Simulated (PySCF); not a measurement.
Gas-phase reaction: BH2F = BH + HF

Method: PySCF energies (xtb for GFN2) plus ideal-gas RRHO corrections (1 bar). † marks an energy on the PBE0/def2-TZVP geometry and frequencies; other levels use their own. CCSD(T) freezes the core. All species are closed-shell singlets. B3LYP is the form with VWN-RPA correlation. BH2F: computed as isolated molecules; such fragments, hydroxides, amides, oligomers or adducts are transient or little studied in the gas. CCSD(T) isn't extrapolated to the basis-set limit.

```
level              ΔH°(298 K), kJ
-----------------  --------------
B3LYP/def2-TZVP†              507
BLYP/def2-TZVP†               ___
CCSD(T)/def2-SVP†             ___
GFN2-xTB                      614
PBE/def2-SVP                  ___
PBE/def2-TZVP†                515
PBE0/def2-QZVP†               508
```

### Question
What belongs in the gaps?

### Answer

- BLYP/def2-TZVP†, ΔH°(298 K), kJ: 501
- CCSD(T)/def2-SVP†, ΔH°(298 K), kJ: 494
- PBE/def2-SVP, ΔH°(298 K), kJ: 553
